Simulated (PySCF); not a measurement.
Some computed properties have been withheld. Give your best values.

Disulfane, H₂S₂.
Cartesian coordinates in Å at the PBE0-D3(BJ)/def2-TZVP level; atoms count from 1:
```
atom  x, y, z in Å
S1     1.013    0.487    0.376
S2    -0.948    0.459   -0.201
H3     1.505   -0.372   -0.538
H4    -1.375   -0.551    0.580
```

| property | level | value |
| --- | --- | --- |
| point group | PBE0-D3(BJ)/def2-TZVP | ? |
| rotational constants A, B, C | PBE0-D3(BJ)/def2-TZVP | 146.994, 7.050, 7.050 GHz |
| dipole moment | CAM-B3LYP/aug-cc-pVTZ | 1.18 D |
| HOMO energy | CAM-B3LYP/aug-cc-pVTZ | -8.91 eV |
| LUMO energy | CAM-B3LYP/aug-cc-pVTZ | ? |
| lowest singlet excitation | TDDFT CAM-B3LYP/aug-cc-pVTZ | ? |
| strongest line among the 10 lowest singlet transitions | TDDFT CAM-B3LYP/aug-cc-pVTZ | S8 at 7.77 eV (160 nm, f = 0.076) |
| lowest triplet excitation (Tamm–Dancoff) | TDA CAM-B3LYP/aug-cc-pVTZ | ? |
| static isotropic polarisability | CAM-B3LYP/aug-cc-pVTZ | ? |
| electronic spatial extent ⟨r²⟩ about the centre of nuclear charge | CAM-B3LYP/aug-cc-pVTZ | ? |
| 1H chemical shifts (computed TMS as zero) by class | GIAO B97-2/pcSseg-2 | ? |
| isotropic shieldings of nuclei other than C and H, by class | GIAO B97-2/pcSseg-2 | 595 (S1/S2) ppm |

The electronic properties come from PySCF, for the isolated species, density fitting. Isolated species at its PBE0-D3(BJ)/def2-TZVP geometry, gas phase.

**Question.** The LUMO energy?

**Answer.** -0.16 eV.

**Question.** Give the lowest triplet excitation (Tamm–Dancoff).

**Answer.** 4.22 eV.

**Question.** What is the electronic spatial extent ⟨r²⟩ about the centre of nuclear charge?

**Answer.** 202 bohr².

**Question.** Give the lowest singlet excitation.

**Answer.** 4.92 eV (252 nm, f = 0.011).

**Question.** Give the 1H chemical shifts (computed TMS as zero) by class.

**Answer.** 3.17 (H3/H4) ppm.

**Question.** What is the point group?

**Answer.** C2.

**Question.** The static isotropic polarisability?

**Answer.** 44.2 au.

The vertical singlet–triplet gap S1 − T1 is 0.70 eV (TDDFT singlet less Tamm–Dancoff triplet). No computed singlet falls in the visible range (750 to 380 nm, 1.65 to 3.26 eV); S1 lies 1.66 eV above its blue end. In wavenumbers S1 is 39700 cm⁻¹ (1 eV = 8065.54 cm⁻¹). The principal polarisabilities are 38.1, 38.2 and 56.3 au; their mean is the isotropic value. The largest Löwdin shares of the HOMO are 0.42 on S2, 0.42 on S1, 0.08 on H4 and 0.08 on H3. With B = h/(8π²I), that is 505.379 GHz u Å² over I, the principal moments of inertia are 3.44, 71.7 and 71.7 u Å² (most abundant isotopes).

For the geometry optimisation (PBE0-D3(BJ)/def2-TZVP), hardware: an Arm Neoverse N1 with one thread, on a shared host. Cost: 12 s wall, 0.35 GiB resident at most.
